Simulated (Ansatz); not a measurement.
# C2H6OS2: small, medium and large basis sets

How large a basis does C2H6OS2 need? Two functionals are run in growing sets.

Computed with Ansatz 0.2.0, Gaussian basis. Level: one geometry, several basis sets.

Levels to be run: PBE0-D4/def2-SVP; ωB97M-V/def2-SVP; PBE0-D4/def2-QZVPP; ωB97M-V/def2-QZVPP; the functionals' def2-TZVPP values are taken from earlier runs.

## Step 1: The geometry

The geometry comes from an earlier relaxation with PBE0-D4 in a triple-zeta def2 set; it is a stationary point, not always the lowest conformer.

SMILES `COCSS`, 11 atoms, charge 0, spin multiplicity 1.

Atoms are counted from 1 here; the program's logs count them from 0.

Bond lengths: C1–O2 1.407 Å, C1–H6 1.098 Å, C1–H7 1.096 Å, C1–H8 1.089 Å, O2–C3 1.384 Å, C3–S4 1.823 Å, C3–H9 1.101 Å, C3–H10 1.089 Å, S4–S5 2.039 Å, S5–H11 1.347 Å. Angles: O2–C1–H6 111.0°, O2–C1–H7 111.4°, O2–C1–H8 107.0°, H6–C1–H7 108.7°, H6–C1–H8 109.2°, H7–C1–H8 109.4°, C1–O2–C3 114.0°, O2–C3–S4 115.4°, O2–C3–H9 112.1°, O2–C3–H10 107.4°, S4–C3–H9 103.8°, S4–C3–H10 108.1°, H9–C3–H10 109.9°, C3–S4–S5 102.1°, S4–S5–H11 98.9°.

Geometry (Å):

```mol
C2H6OS2
  3D, bonds by distance, orders not assigned

 11 10  0  0  0  0  0  0  0  0999 V2000
   -1.1757    0.7090   -0.7319 C   0  0
   -0.4354   -0.4873   -0.6937 O   0  0
    0.9214   -0.3024   -0.4953 C   0  0
    1.3966    0.2888    1.1622 S   0  0
    1.0358   -1.3491    2.3216 S   0  0
   -0.8226    1.3655   -1.5382 H   0  0
   -1.1094    1.2510    0.2180 H   0  0
   -2.2131    0.4365   -0.9209 H   0  0
    1.3390    0.4566   -1.1750 H   0  0
    1.4093   -1.2614   -0.6653 H   0  0
   -0.2804   -1.1643    2.5390 H   0  0
  1  2  8  0
  2  3  8  0
  3  4  8  0
  4  5  8  0
  1  6  8  0
  1  7  8  0
  1  8  8  0
  3  9  8  0
  3 10  8  0
  5 11  8  0
M  END
```

## Step 2: PBE0-D4 in def2-SVP

Contents of in.yaml:

```yaml
crystal:
  periodic: [false, false, false]
  atoms:
    - {symbol: C, position_ang: [-1.175712, 0.708987, -0.731895]}
    - {symbol: O, position_ang: [-0.435387, -0.487261, -0.693750]}
    - {symbol: C, position_ang: [0.921397, -0.302364, -0.495252]}
    - {symbol: S, position_ang: [1.396561, 0.288847, 1.162172]}
    - {symbol: S, position_ang: [1.035814, -1.349068, 2.321594]}
    - {symbol: H, position_ang: [-0.822596, 1.365498, -1.538187]}
    - {symbol: H, position_ang: [-1.109433, 1.251000, 0.218017]}
    - {symbol: H, position_ang: [-2.213123, 0.436501, -0.920908]}
    - {symbol: H, position_ang: [1.338988, 0.456572, -1.174979]}
    - {symbol: H, position_ang: [1.409284, -1.261410, -0.665274]}
    - {symbol: H, position_ang: [-0.280394, -1.164303, 2.538962]}
basis:
  gaussian: {orbitals: def2-SVP}
hamiltonian: {xc: pbe0, dispersion: d4}
output: {orbitals: {seedname: orbitals}}
```

Launch:

```console
> ansatz run in.yaml --threads 4 --pin off --events-out ev --progress --plain --max-ram 10444MiB
```

The runs that follow: ωB97M-V in def2-SVP; PBE0-D4 in def2-QZVPP; ωB97M-V in def2-QZVPP.

Before running them: what should the planned runs give, taken together? Wanted: PBE0-D4: double and triple zeta above quadruple; ωB97M-V: double and triple zeta above quadruple.

**Answer**, as computed:

| quantity | value |
| --- | --- |
| PBE0-D4: double and triple zeta above quadruple | 13.46, 0.90 eV |
| ωB97M-V: double and triple zeta above quadruple | 13.57, 0.87 eV |

**Reading.** For PBE0-D4 the step from double to triple zeta gains 12.56 eV and the next only 0.90 eV. Total energies overstate the basis error of differences, where much of it tends to cancel. The LUMO of ωB97M-V is positive and keeps falling with the basis (2.01 to 1.23 eV): an unbound level that the basis holds in place.
